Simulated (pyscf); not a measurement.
Optimised with ωB97X-D3(BJ)/def2-SVP in PySCF.

### Question
For methane (CH₄) + H₃C–Ga(CH₃)–OH -> trimethylgallium (H₃C–Ga(CH₃)–CH₃) + water (H₂O), a four-centre exchange (singlet surface; C–H, Ga–O broken, C–Ga, H–O formed), PBE/def2-TZVP gives ΔE‡ = 1.30 eV and ΔE = +1.01 eV (zero: the separated reactants). In which direction and how far do B3LYP-D3(BJ)/def2-TZVP, M06-2X/def2-TZVP, ωB97M-D3(BJ)/def2-TZVP move these?

### Answer
B3LYP-D3(BJ): ΔE‡ = 1.47 eV, ΔE = +1.05 eV; M06-2X: ΔE‡ = 1.38 eV, ΔE = +1.08 eV; ωB97M-D3(BJ): ΔE‡ = 1.43 eV, ΔE = +0.99 eV. PBE's barrier lies under all of them, by 0.08 to 0.17 eV. Its reaction energy lies among theirs. On the product side the descent ends in an adduct with a Ga–O contact, 0.57 eV under the separated species and 0.97 eV under the saddle at ωB97X-D3(BJ)/def2-TZVP. What is counted as broken (Ga–O) persists as a longer contact in the product adduct; parting that adduct is a step of its own. This is the saddle that the search found; another between the same sides may lie lower. Elements up to Kr have no core potential and no relativistic terms here.
